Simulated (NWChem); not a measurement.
# CCSD/jorge-TZP run of PN (phosphorus nitride)

Aim: the vertical ionisation energy of PN (phosphorus nitride) at CCSD/jorge-TZP, from 2 runs. 

The calculation is run with NWChem 7.3.0.

### 1 The structure to begin with

The species is PN (2 atoms), meant as a singlet with charge 0. As SMILES, `N#P`. The bond length is the measured one.

Bond lengths: N1–P2 1.491 Å.

### 2 A single-point energy at CCSD/jorge-TZP

struct.nw reads:

```
start struct
title "NP ccsd"
memory total 2200 mb
charge 0

geometry units angstroms noautosym nocenter noautoz
 N      0.000000     0.000000     0.000000
 P      0.000000     0.000000     1.490866
end

basis spherical bse
 * library jorge-TZP
end

scf
 thresh 1e-08
 maxiter 80
 noprint "final vectors analysis"
end

ccsd
 freeze core 6
 maxiter 60
end

task ccsd energy
```

Run with:

```bash
$ nwchem struct.nw > struct.out
```

Log:

```text
[...]
  functions       =    71
[...]
  wavefunction    = RHF
[...]
         Total SCF energy =   -395.169041561923
      One-electron energy =   -619.700817102141
      Two-electron energy =    187.262422597050
 Nuclear repulsion energy =     37.269352943167
        Time for solution =      7.3s
[...]
 Total MP2 energy:           -395.518717897601960
[...]
             energy      energy      error      ampl     ampl      Block
                                                time     time      time
[...]
 Total CCSD energy:           -395.517144559509291
[...]
```

Run time: 38 s. Hardware: 1 thread of Intel Xeon Platinum 8375C at 2.90GHz (Ice Lake), shared host; peak memory 0.11 GiB.

### 3 The doublet cation, same level

run.nw reads:

```
echo
start run
title "NP ccsd"
memory stack 880 mb heap 220 mb global 1100 mb
charge 1
geometry units angstrom noautosym nocenter noautoz
   N        0.000000       0.000000       0.000000
   P        0.000000       0.000000       1.490866
end
basis spherical bse
   * library jorge-TZP
end
scf
   doublet
   uhf
   thresh 1e-08
   maxiter 80
   print low
end
tce
   scf
   ccsd
   freeze core 6
   maxiter 60
end
task tce energy
```

Run with:

```bash
$ nwchem run.nw > run.out
```

Log:

```text
[...]
  functions       =    71
[...]
  wavefunction    = UHF
[...]
         Total SCF energy =   -394.800145359135
      One electron energy =   -612.035912591464
      Two electron energy =    179.966414289162
 Nuclear repulsion energy =     37.269352943167
                       Sz =      0.5000
                 Sz(Sz+1) =      0.7500
                      S^2 =      1.4771
[...]
         Wavefunction type : Unrestricted Hartree-Fock
          No. of electrons :    21
[...]
         Spin multiplicity : doublet
[...]
 CCSD total energy / hartree       =      -395.089637194693807
[...]
```

Run time: 41 s. Hardware: 1 thread of Intel Xeon Platinum 8375C at 2.90GHz (Ice Lake), shared host; peak memory 0.78 GiB.

### 4 Summary of results

At CCSD/jorge-TZP, 6 core orbitals frozen:

| quantity | value |
| --- | --- |
| singlet PN: total energy | -395.51714 Eh |
| singlet PN: correlation energy (6 core orbitals frozen) | -348.1 mEh |
| doublet cation: total energy | -395.08964 Eh |
| doublet cation: correlation energy (6 core orbitals frozen) | -289.5 mEh |
| doublet cation: ⟨S²⟩ of the reference determinant | 1.477 |
| vertical ionisation energy (to the doublet cation) | 11.633 eV |

**Reading.** Removing an electron at fixed nuclei costs 11.63 eV (268 kcal/mol). ⟨S²⟩ (doublet cation) is 1.48 where a pure doublet has 0.75: the reference is spin-contaminated.
